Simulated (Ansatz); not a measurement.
# The cluster H2W2+ (doublet): a spread of methods and bases

How do the results and run time of the cluster H2W2+ (doublet) respond when the settings are drawn wide?

Computed with Ansatz 0.2.0, Gaussian basis. Level: the settings change from run to run.

### 1 The geometry

An earlier PBE-D4 in a triple-zeta def2 set relaxation fixed the geometry. W takes a core potential in def2 sets; no spin-orbit term is included.

4 atoms, charge 1, spin multiplicity 2.

Atoms are counted from 1 here; the program's logs count them from 0.

Bond lengths: W1–W2 2.141 Å, W1–H4 1.697 Å, W2–H3 1.697 Å. Angles: W2–W1–H4 89.9°, W1–W2–H3 90.1°.

### 2 rPW86-PBE/def2-TZVP

Options: atoms shaken by 0.08 Å, D3(BJ) with three-body dispersion, the search for lower states set to light.

in.yaml reads:

```yaml
crystal:
  periodic: [false, false, false]
  atoms:
    - {symbol: W, position_ang: [0.973421, -0.287016, -0.029731]}
    - {symbol: W, position_ang: [-0.908216, 0.291479, -0.037193]}
    - {symbol: H, position_ang: [-0.795317, 1.238174, 1.375420]}
    - {symbol: H, position_ang: [0.765354, -1.091052, -1.275682]}
basis:
  gaussian: {orbitals: def2-TZVP}
total_charge: 1
magnetization: {spin_polarized: true, initial_magnetization: 1}
hamiltonian: {xc: {name: rPW86-PBE}, dispersion: d3bjatm}
scf: {lower_state_search: light}
output: {forces: true}
```

On the command line:

```bash
$ ansatz run in.yaml --threads 4 --pin off --events-out ev --progress --plain --max-ram 3916MiB
```

Output:

```text
Functional definition: rPW86-PBE
  name "rPW86-PBE"
  cite "Murray, Lee & Langreth, J. Chem. Theory Comput. 5, 2754 (2009) doi:10.1021/ct900365q"
  cite "Perdew, Burke & Ernzerhof, Phys. Rev. Lett. 77, 3865 (1996) doi:10.1103/PhysRevLett.77.3865"
  parent pbe
  exchange = rpw86_x
  correlation = pbe_c
736 factors; their error is unknown
mean field evaluation 1: about -3666.8415 eV, gradient 5.3e1 eV
mean field evaluation 2: about -3601.7071 eV, gradient 1.2e2 eV
mean field evaluation 4: about -3679.6915 eV, gradient 6.6e0 eV
mean field evaluation 8: about -3679.9752 eV, gradient 2.9e-1 eV
mean field evaluation 16: about -3679.9656 eV, gradient 2.2e-3 eV
mean field evaluation 32: about -3679.2276 eV, gradient 3.5e0 eV
mean field -3679.96558045 eV, -135.2362407115 hartree, gradient 1.7e-5 eV, S^2 0.751298; 5 other end points of the search recorded, 0 dependent functions left out
the calculation of the forces begins
reference -3679.96568126 eV, -135.2362444159 hartree; 15, 14 occupied and 77, 78 virtual orbitals, 736 factors
Total energy: -3680.04916737 eV, -135.2393124739 hartree
Atom 0 at     0.973421    -0.287016    -0.029731 Å, force    10.854520    -0.362485     4.312171 eV/Å
Atom 1 at    -0.908216     0.291479    -0.037193 Å, force   -10.271912     2.884501    -0.432451 eV/Å
Atom 2 at    -0.795317     1.238174     1.375420 Å, force     0.247899    -0.004123     0.103292 eV/Å
Atom 3 at     0.765354    -1.091052    -1.275682 Å, force    -0.830506    -2.517893    -3.983011 eV/Å
Dipole moment:     0.012935    -0.030760    -0.038917 e Å
```

It took 3.6 s on 4 threads of Intel Xeon Platinum 8488C, shared host.

Largest force 11.685 eV/Å, ⟨S²⟩ 0.751.

### 3 B97M-V/def2-TZVP

in.yaml reads:

```yaml
crystal:
  periodic: [false, false, false]
  atoms:
    - {symbol: W, position_ang: [1.026099, -0.309053, 0.026770]}
    - {symbol: W, position_ang: [-1.023256, 0.309722, -0.028139]}
    - {symbol: H, position_ang: [-0.767300, 1.289190, 1.334339]}
    - {symbol: H, position_ang: [0.764447, -1.289858, -1.332981]}
basis:
  gaussian: {orbitals: def2-TZVP}
total_charge: 1
magnetization: {spin_polarized: true, initial_magnetization: 1}
hamiltonian: {xc: {name: B97M-V}}
output: {forces: true}
```

The command is unchanged.

Output (excerpt; [...] marks lines left out):

```text
Functional definition: B97M-V
  name "B97M-V"
  cite "Mardirossian & Head-Gordon, J. Chem. Phys. 142, 074111 (2015) doi:10.1063/1.4907719"
  cite "Becke, J. Chem. Phys. 107, 8554 (1997) doi:10.1063/1.475007"
  cite "Vydrov & Van Voorhis, J. Chem. Phys. 133, 244103 (2010) doi:10.1063/1.3521275"
  # Of w^i u^j: cxij and so on, Table III.
[...]
  gx(w, u) = cx00 + cx01*u + cx02*u^2 + (cx10 + cx11*u)*w
  gss(w, u) = css00 + css02*u^2 + css10*w + (css32*w^3 + css42*w^4)*u^2
  gos(w, u) = cos00 + cos01*u + cos03*u^3 + cos10*w + cos32*w^3*u^2
[...]
      + integral(e_c_pw_mod_opposite_spin*gos(b97_w_opposite, b97_u_opposite)) + vv10(b, c)
736 factors; their error is unknown
[...]
mean field -3672.06434902 eV, -134.9458758120 hartree, gradient 1.0e-5 eV, S^2 1.217981; 10 other end points of the search recorded, 0 dependent functions left out
[...]
reference -3672.06441206 eV, -134.9458781286 hartree; 15, 14 occupied and 77, 78 virtual orbitals, 736 factors
Total energy: -3672.06441206 eV, -134.9458781286 hartree
Atom 0 at     1.026099    -0.309053     0.026770 Å, force     0.461538    -0.129426     0.026994 eV/Å
Atom 1 at    -1.023256     0.309722    -0.028139 Å, force    -0.443922     0.133040    -0.011151 eV/Å
Atom 2 at    -0.767300     1.289190     1.334339 Å, force    -0.018589     0.021969     0.018444 eV/Å
Atom 3 at     0.764447    -1.289858    -1.332981 Å, force     0.000972    -0.025583    -0.034287 eV/Å
Dipole moment:    -0.017141     0.008690     0.003077 e Å
```

Wall time 13 s (4 threads of Intel Xeon Platinum 8488C, shared host).

Largest force 0.480 eV/Å, ⟨S²⟩ 1.218. The spin excess of 0.47 shows a contaminated determinant.

### 4 B97M-V/def2-TZVPD

This run has coordinates scaled by 1.25.

in.yaml reads:

```yaml
crystal:
  periodic: [false, false, false]
  atoms:
    - {symbol: W, position_ang: [1.282623, -0.386317, 0.033462]}
    - {symbol: W, position_ang: [-1.279069, 0.387152, -0.035173]}
    - {symbol: H, position_ang: [-0.959125, 1.611487, 1.667924]}
    - {symbol: H, position_ang: [0.955559, -1.612323, -1.666226]}
basis:
  gaussian: {orbitals: def2-TZVPD}
total_charge: 1
magnetization: {spin_polarized: true, initial_magnetization: 1}
hamiltonian: {xc: {name: B97M-V}}
scf: {omitted_lower_state_checks: [starts]}
```

The command is unchanged.

Output (excerpt; [...] marks lines left out):

```text
Functional definition: B97M-V
  name "B97M-V"
  cite "Mardirossian & Head-Gordon, J. Chem. Phys. 142, 074111 (2015) doi:10.1063/1.4907719"
  cite "Becke, J. Chem. Phys. 107, 8554 (1997) doi:10.1063/1.475007"
  cite "Vydrov & Van Voorhis, J. Chem. Phys. 133, 244103 (2010) doi:10.1063/1.3521275"
  # Of w^i u^j: cxij and so on, Table III.
[...]
  gx(w, u) = cx00 + cx01*u + cx02*u^2 + (cx10 + cx11*u)*w
  gss(w, u) = css00 + css02*u^2 + css10*w + (css32*w^3 + css42*w^4)*u^2
  gos(w, u) = cos00 + cos01*u + cos03*u^3 + cos10*w + cos32*w^3*u^2
[...]
      + integral(e_c_pw_mod_opposite_spin*gos(b97_w_opposite, b97_u_opposite)) + vv10(b, c)
[...]
794 factors; their error is unknown
[...]
mean field -3669.38080740 eV, -134.8472574765 hartree, gradient 6.7e-6 eV, S^2 3.201945; 0 other end points of the search recorded, 0 dependent functions left out
reference -3669.38087983 eV, -134.8472601382 hartree; 15, 14 occupied and 89, 90 virtual orbitals, 794 factors
Total energy: -3669.38087983 eV, -134.8472601382 hartree
Checks for a lower state left out: starts
```

Wall time 24 s (4 threads of Intel Xeon Platinum 8488C, shared host).

⟨S²⟩ 3.202. The spin excess of 2.45 shows a contaminated determinant.

### 5 BHLYP/def2-TZVPD

Options: multiplicity 4, atoms shaken by 0.15 Å, D4 dispersion.

in.yaml reads:

```yaml
crystal:
  periodic: [false, false, false]
  atoms:
    - {symbol: W, position_ang: [1.077017, -0.160068, -0.144568]}
    - {symbol: W, position_ang: [-1.196539, 0.379424, 0.273019]}
    - {symbol: H, position_ang: [-0.674936, 1.081060, 1.359130]}
    - {symbol: H, position_ang: [0.789928, -1.284665, -1.355228]}
basis:
  gaussian: {orbitals: def2-TZVPD}
total_charge: 1
magnetization: {spin_polarized: true, initial_magnetization: 3}
hamiltonian: {xc: {name: BHLYP}, dispersion: d4}
scf: {omitted_lower_state_checks: [starts]}
output: {forces: true}
```

Same command.

Output (excerpt; [...] marks lines left out):

```text
Functional definition: BHLYP
  name "BHLYP"
  cite "Becke, J. Chem. Phys. 98, 1372 (1993) doi:10.1063/1.464304"
  cite "Becke, Phys. Rev. A 38, 3098 (1988) doi:10.1103/PhysRevA.38.3098"
  cite "Lee, Yang & Parr, Phys. Rev. B 37, 785 (1988) doi:10.1103/PhysRevB.37.785"
[...]
911 factors; integrals over basis functions are off by at most 5.4e-4 eV
[...]
mean field -3662.76478749 eV, -134.6041232293 hartree, gradient 4.6e-6 eV, S^2 4.275994; 0 other end points of the search recorded, 0 dependent functions left out
[...]
reference -3662.76494645 eV, -134.6041290709 hartree; 16, 13 occupied and 88, 91 virtual orbitals, 911 factors
Total energy: -3662.93061562 eV, -134.6102173004 hartree
Atom 0 at     1.077017    -0.160068    -0.144568 Å, force    -1.411808     0.440669     0.354708 eV/Å
Atom 1 at    -1.196539     0.379424     0.273019 Å, force    -1.497596    -4.662244    -6.888462 eV/Å
Atom 2 at    -0.674936     1.081060     1.359130 Å, force     3.025026     4.308507     6.636932 eV/Å
Atom 3 at     0.789928    -1.284665    -1.355228 Å, force    -0.115622    -0.086933    -0.103178 eV/Å
Dipole moment:     0.037576     0.098403     0.059440 e Å
Checks for a lower state left out: starts
```

It took 4.9 s on 4 threads of Intel Xeon Platinum 8488C, shared host.

Largest force 8.471 eV/Å, ⟨S²⟩ 4.276. The spin excess of 0.53 shows a contaminated determinant.

### 6 The runs in one table

| level | charge | multiplicity | geometry | functions | energy (eV) | time |
| --- | --- | --- | --- | --- | --- | --- |
| rPW86-PBE/def2-TZVP | 1 | 2 | shaken | 92 | -3680.049 | 3.6 s |
| B97M-V/def2-TZVP | 1 | 2 | relaxed | 92 | -3672.064 | 13 s |
| B97M-V/def2-TZVPD | 1 | 2 | scaled | 104 | -3669.381 | 24 s |
| BHLYP/def2-TZVPD | 1 | 4 | shaken | 104 | -3662.931 | 4.9 s |

### 7 Outcome

| quantity | value |
| --- | --- |
| runs | 4 |
| quickest | rPW86-PBE/def2-TZVP, 3.6 s |
| slowest | B97M-V/def2-TZVPD, 24 s |

The runs differ in state or geometry as well as level, so their energies can't be set against each other. Run time spans a factor of 7, from rPW86-PBE/def2-TZVP to B97M-V/def2-TZVPD. The jobs differ in tasks and options as well as level. At the PBE-D4/def2-TZVP geometry and in the same state, the sound runs without point charges leave forces up to 0.48 eV/Å (B97M-V/def2-TZVP), against 11.7 eV/Å where the atoms were moved.
